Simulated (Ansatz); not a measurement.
# B20 (FeSi-type) FeSi: properties by level of theory

Reference values: lattice constant a 4.483 Å (measured, temperature not stated, not corrected to a static lattice; as tabulated in Wikipedia's data pages); formation enthalpy -0.400 ± 0.02 eV/atom (measured, 298 K, copied from a table, unchecked, no zero-point or thermal correction; as tabulated in Wang et al. (2021), doi:10.1038/s41598-021-94550-5).

```csv
level (code),lattice parameter a (Å),formation enthalpy (eV/atom)
LDA (Ansatz),4.369,(withheld)
PBE-D4 (Ansatz),4.405,-0.644
r²SCAN (Ansatz),4.403,-0.274
```

### Question
Some entries are withheld; supply them.

### Answer

- LDA (Ansatz, a program for electronic structure), formation enthalpy (eV/atom): -0.707

Differences from the reference values (errors of the level alone only where the reference is corrected to a static lattice):

| level | lattice constant a (%) | formation enthalpy (eV/atom) |
|---|---|---|
| LDA | -2.54 | -0.307 |
| PBE-D4 | -1.74 | -0.244 |
| r²SCAN | -1.78 | +0.126 |

Nearest: lattice constant a, not ranked (reference at room or unstated temperature); formation enthalpy, not ranked (one source).

Ansatz's density-functional and Hartree–Fock values are scalar-relativistic unless marked +SOC, with PAW data made under PBE.

The crystal itself was run without spin with LDA, PBE-D4, r²SCAN.

Differences are worked out from the printed values.

Static lattice: no zero-point or thermal effects.
